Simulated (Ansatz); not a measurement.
Process, species as SMILES: FF (F2) → 2 F atom
B3LYP-D3(BJ)/def2-TZVP geometries, fixed; electronic energies without zero-point terms.

Core correlation in the bond dissociation energy at CCSD(T) with Ansatz (a quantum-chemistry and plane-wave program), in kcal/mol: frozen core against all electrons. A restricted Hartree-Fock determinant is unstable towards unrestricted orbitals. Open shells are unrestricted. Costs are rough ratios of core time on shared machines of one kind.

```json
[
 {"basis": "cc-pVDZ", "functions, most": "28", "frozen core": "26.06"},
 {"basis": "cc-pCVDZ", "functions, most": "36", "frozen core": "26.21"},
 {"basis": "cc-pVTZ", "functions, most": "60", "frozen core": "34.62"},
 {"basis": "cc-pwCVTZ", "functions, most": "86", "frozen core": "34.94"},
 {"basis": "cc-pCVTZ", "functions, most": "86", "frozen core": "34.90"},
 {"basis": "cc-pVQZ", "functions, most": "110", "frozen core": "36.54"},
 {"basis": "cc-pCVQZ", "functions, most": "168", "frozen core": "36.56"},
 {"basis": "cc-pwCVQZ", "functions, most": "168", "frozen core": "36.59"}
]
```

### Question
How large is the core term in each set?

### Answer
The largest core-valence set, cc-pwCVQZ, gives a core term of 0.03 kcal/mol; the valence set cc-pVQZ, which lacks functions for the core, gives 0.28. By row: cc-pVDZ 0.11, cc-pCVDZ 0.12, cc-pVTZ 0.49, cc-pwCVTZ 0.04, cc-pCVTZ 0.05, cc-pVQZ 0.28, cc-pCVQZ 0.03, cc-pwCVQZ 0.03.
